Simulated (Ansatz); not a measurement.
# Scan of [NH$_{2}$···H···OH], doublet

Starting geometry:

```xyz
6

N    -1.1775    0.0111   -0.0261
H    -1.4748    0.9789   -0.0261
H    -1.4748   -0.3912    0.8542
H    -0.1651    0.0111   -0.0261
O     1.1395    0.0111   -0.0261
H     1.3913   -0.9289   -0.0261
```

From there H4 is moved from one fragment to the other while all else, the fragments' distance too, stays fixed; atoms are numbered as listed. Energies are in kcal/mol, counted from the starting geometry at the same level. Kohn–Sham curves are unrestricted where that lies lower.

Basis cc-pVDZ; Ansatz 0.2.0. Correlated methods freeze the noble-gas cores. R marks a restricted (for open shells ROHF) determinant, U an unrestricted one.

Full CI isn't at hand for all of this; UCCSDT(Q) serves as the reference, and is uncertain by about the last step of the cluster series.

```csv
distance N1-H4 (Å),PBE
1.012,0.0
1.057,-2.3
1.147,-4.6
1.237,-5.5
1.327,-4.3
```

Estimate the UCCSDT(Q) curve in cc-pVDZ from this one, knowing how PBE errs.

The computed UCCSDT(Q) values, in kcal/mol from the starting point, and the error of PBE against them:
| distance N1-H4 (Å) | UCCSDT(Q) | PBE less UCCSDT(Q) |
| --- | --- | --- |
| 1.012 | 0.0 | 0.0 |
| 1.057 | -0.7 | -1.6 |
| 1.147 | -1.9 | -2.7 |
| 1.237 | -5.5 | 0.0 |
| 1.327 | -9.0 | 4.7 |

The error spans 7.3 kcal/mol and is largest, 4.7 kcal/mol, at 1.327 Å.

In so small a basis the reference is far from its limit while semilocal and hybrid functionals are nearer theirs, so the functionals' errors here hold much of the reference's basis and frozen-core error, which can add to them or hide them.
